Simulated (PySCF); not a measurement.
Saddle point of SiH4ClF, singlet (SiH₃Cl ([SiH3][Cl]) + HF → SiH₃F ([F][SiH3]) + HCl; bonds formed: Si1–F7, Cl2–H6; bonds broken: Si1–Cl2, H6–F7), PBE0-D4/def2-TZVP structure:

Si1  (-0.518, 0.296, -0.099)
Cl2  (1.586, -0.400, -1.070)
H3  (-0.389, 1.480, -0.978)
H4  (-1.232, 0.828, 1.091)
H5  (-1.276, -0.825, -0.682)
H6  (1.288, -0.774, 0.503)
F7  (0.540, -0.605, 1.235)
(Å)

Energies are electronic, without zero-point energy. Barriers and step energies count from the start structure reached by relaxing down the imaginary mode; all methods use the PBE0-D4 structures, on which another method's saddle can fall below an end. Program: PySCF 2.14 with density fitting (its default auxiliary sets; JK sets also for MP2 and CCSD(T)). Basis: def2-TZVPP, with def2-QZVPP for the basis limit. Cores are frozen in the correlated methods. B3LYP uses VWN-RPA correlation. Extrapolation: Hartree–Fock as exp(−7.88 √X), correlation as X^−2.97.

```tsv
method	barrier (kcal/mol)	step energy (kcal/mol)
SPW92	17.12	-5.01
PBE-D4	24.07	-5.24
r2SCAN-D4	?	-7.23
PBE0-D4	?	-5.54
B3LYP-D4	29.16	-8.19
BHLYP-D4	?	-8.92
wB97M-V	28.22	-7.35
HF	42.84	-11.42
MP2	30.69	-7.42
CCSD	33.74	-8.93
CCSD(T)	31.65	-8.35
```

**Question.** Fill in the withheld barriers. (An estimate is asked for; the value comes from the calculation.)

**Answer.** By the calculation: PBE0-D4 27.88; r2SCAN-D4 25.99; BHLYP-D4 33.00 kcal/mol. Each is the energy of the saddle less that of the start structure, by the same method.

For comparison, the barrier by CCSD(T) at an estimated basis limit (MP2 extrapolated from triple and quadruple zeta, plus CCSD(T) − MP2 in triple zeta) is 31.16 kcal/mol.

The T1 diagnostic stays at or below 0.012.

Labels in which every atom is bracketed show which atoms are joined, not bond orders.

For scale, one of the runs: CCSD(T)/def2-TZVPP, 171 basis functions, launched by `OMP_NUM_THREADS=4 python run.py`. Hardware: 4 CPU threads of an Arm Neoverse V2, shared host. Wall time 2.8 min; peak host memory 1.5 GiB.
